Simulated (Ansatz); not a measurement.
Input file:

```yaml
crystal:
  periodic: [false, false, false]
  atoms:
    - {symbol: N, position_ang: [-1.766631, -0.012635, -0.019666]}
    - {symbol: H, position_ang: [-2.063911, 0.955198, -0.019665]}
    - {symbol: H, position_ang: [-2.063910, -0.414934, 0.860594]}
    - {symbol: H, position_ang: [-0.701631, -0.012635, -0.019666]}
    - {symbol: Si, position_ang: [1.054369, -0.012634, -0.019666]}
basis:
  gaussian: {orbitals: def2-mTZVP}
magnetization: {spin_polarized: true, initial_magnetization: 2}
correlation: {method: ccsd_t, electrons: outside_noble_gas}
scf: {omitted_lower_state_checks: [cluster_reference]}
```

```sh
$ ansatz run in.yaml --threads 1 --pin off --events-out ev --progress --plain --max-ram 2393MiB
```

Task: Roughly how long does this take on 1 thread of Arm Neoverse V1, shared host, and how much host memory?

Result: 2.7 s wall and 0.17 GiB.

```
these checks for a lower state are left out or cut short: cluster_reference
445 factors; integrals over basis functions are off by at most 1.1e-3 eV
mean field evaluation 1: about -9384.9050 eV, gradient 2.5e1 eV
mean field evaluation 2: about -9384.9062 eV, gradient 2.5e1 eV
mean field evaluation 4: about -9388.0537 eV, gradient 2.2e0 eV
mean field evaluation 8: about -9388.1256 eV, gradient 8.2e-2 eV
mean field evaluation 16: about -9388.1258 eV, gradient 7.2e-3 eV
mean field evaluation 32: about -9388.5098 eV, gradient 2.5e0 eV
mean field evaluation 64: about -9388.4008 eV, gradient 4.3e0 eV
mean field -9388.58499710 eV, -345.0241348318 hartree, gradient 2.2e-6 eV, S^2 2.015025; 11 other end points of the search recorded, 0 dependent functions left out
6 core orbitals not correlated: weight in the atoms' cores, before any rotation towards them, 1.000 or more for the frozen orbitals, at most 0.000 for the correlated occupied ones
reference -9388.58499710 eV, -345.0241348318 hartree; 7, 5 occupied and 37, 39 virtual orbitals, 445 factors
second order -6.23710592 eV of doubles, -0.00000000 eV of singles
cycle   1  -6.70246448 eV  change   -4.7e-1 eV  update   6.7e-2
cycle   2  -6.96825994 eV  change   -2.7e-1 eV  update   2.4e-2
cycle   3  -7.00884158 eV  change   -4.1e-2 eV  update   1.0e-2
cycle   4  -7.00957389 eV  change   -7.3e-4 eV  update   3.7e-3
cycle   5  -7.01018052 eV  change   -6.1e-4 eV  update   2.0e-3
cycle   6  -7.01008788 eV  change    9.3e-5 eV  update   1.2e-3
cycle   7  -7.00982251 eV  change    2.7e-4 eV  update   9.0e-4
cycle   8  -7.00996830 eV  change   -1.5e-4 eV  update   7.6e-4
cycle   9  -7.01013894 eV  change   -1.7e-4 eV  update   6.6e-4
cycle  10  -7.01014213 eV  change   -3.2e-6 eV  update   5.6e-4
cycle  11  -7.01034978 eV  change   -2.1e-4 eV  update   4.0e-4
cycle  12  -7.01015679 eV  change    1.9e-4 eV  update   2.5e-4
cycle  13  -7.01024570 eV  change   -8.9e-5 eV  update   1.2e-4
cycle  14  -7.01025568 eV  change   -1.0e-5 eV  update   6.3e-5
cycle  15  -7.01023992 eV  change    1.6e-5 eV  update   2.4e-5
cycle  16  -7.01023561 eV  change    4.3e-6 eV  update   1.1e-5
perturbative correction -0.18061736 eV, -0.0066375655 hartree
Total energy: -9395.77585006 eV, -345.2883938042 hartree
Checks for a lower state left out: cluster_reference
```
